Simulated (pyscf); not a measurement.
Elementary routes open to AlH (SMILES [AlH]) [singlet] + NH₃ (SMILES N) in the gas phase (singlet surface):
A. H₂N–AlH₂ (SMILES [NH2][AlH2]) (H–N broken; Al–N, Al–H formed)
B. H₂N–Al (SMILES [NH2][Al]) [singlet] + H₂ (SMILES [H][H]) (Al–H, H–N broken; Al–N, H–H formed)

Optimised with ωB97X-D3(BJ)/def2-SVP in PySCF.

**Question.** Rank the routes by free-energy barrier at 600 K, lowest first, for ωB97M-D3(BJ)/def2-TZVP energies (ideal gas, 1 atm, RRHO with modes under 100 cm⁻¹ raised to 100, one conformer, R ln 2 for chiral ones without a mode under 150 cm⁻¹).

**Answer.** B (22.3 kcal/mol), A (39.6 kcal/mol)

Route B is the fastest of these, ahead of the next by 17.3 kcal/mol. The most stable products are those of A (ΔG = -32.0 kcal/mol), whose barrier is 17.3 kcal/mol higher: the kinetic and the thermodynamic product differ. At 1200 K B is still the fastest. A: On the reactant side the descent ends in an adduct with a Al–N contact, 17.2 kcal/mol under the separated species and 39.8 kcal/mol under the saddle at ωB97X-D3(BJ)/def2-TZVP. B: On the reactant side the descent ends in an adduct with a Al–N contact, 17.2 kcal/mol under the separated species and 23.4 kcal/mol under the saddle at ωB97X-D3(BJ)/def2-TZVP. Only these routes are compared; each barrier is that of the saddle found, and lower ones may exist.
